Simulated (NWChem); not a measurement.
Species: sulfur dioxide (SO₂); SMILES O=S=O

```xyz
3

O      1.2504     0.0000     0.3713
S      0.0000     0.0000    -0.3713
O     -1.2504     0.0000     0.3713
```
Atoms are numbered in this order, from 1.

Geometry: optimised at PBE0/def2-SVP.

Symmetry labels are those of C2v in the frame above (b1 and b2, or b-type labels, depend on it).

**Question.** List the 4 lowest vertical singlet excitations from PBE0/def2-TZVPD, TDA (NWChem).

**Answer.** 
```
state  energy (eV)  oscillator strength  symmetry  leading excitation (squared amplitude)
-----  -----------  -------------------  --------  --------------------------------------
S1            4.17                0.008        b2                      HOMO → LUMO (0.98)
S2            4.44                0.000        a2                    HOMO−1 → LUMO (1.00)
S3            6.54                0.064        b1                    HOMO−2 → LUMO (0.77)
S4            8.18                0.004        b2                    HOMO−3 → LUMO (0.98)
```
